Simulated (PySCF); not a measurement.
# Identify the compound

The spectra below were simulated for a compound CH$_{3}$NO.

1H NMR (300 MHz, computed): δ 8.11 (m, 1H), 4.65 (br, 1H), 4.59 (br, 1H).

13C{1H} NMR (computed): δ 159.7 (CH).

PySCF calculation with geometry from GFN2-xTB, couplings computed with B3LYP/pcJ-1 and σ from GIAO-PBE0/pcSseg-1; relativity neglected, in vacuum, single conformer.

Chemical shifts δ = σref − σ; 1H and 13C vs TMS, all at this level.

Q: Deduce the structure.

A: 
Rings plus π bonds: 1 (no ring in the answer). Carbon types of the structure: 1 × CH, leaving 2 H on heteroatoms. δC 159.7: amide carbonyl carbon; it is a carbonyl in resonance with an O or N lone pair, the region of acids, esters and amides. δH 8.11: hydrogen on an amide carbonyl carbon. δH 4.65, 4.59: hydrogen on an amide-type nitrogen; exchangeable, gas-phase position.

The compound is formamide (NC=O).

OH and NH positions are those of a molecule without intermolecular hydrogen bonds; in solution they move with solvent, concentration and temperature, and exchange usually removes their couplings. The two substituents on the amide-type nitrogen aren't averaged: C–N rotation is slow on the NMR time scale. Amide-type NH protons are broadened by 14N but still split neighbouring CH signals. Splittings below 1 Hz are ignored in the labels, and close J values are merged. Shifts are as computed. Against solution values, carbons near 30 ppm lie about +3 ppm off and those near 130 ppm about +5 ppm. Of 1211 compounds with measured shifts, 218 miss one by over three times the rms of a fit or turn the order of signals round; such compounds aren't used in these exercises. The C=O carbon of an acid or of an amide with N–H lies up to 10 ppm further downfield in solution, through hydrogen bonding that the calculation lacks. 3J across rotatable bonds or in flexible rings reflects this conformer alone.
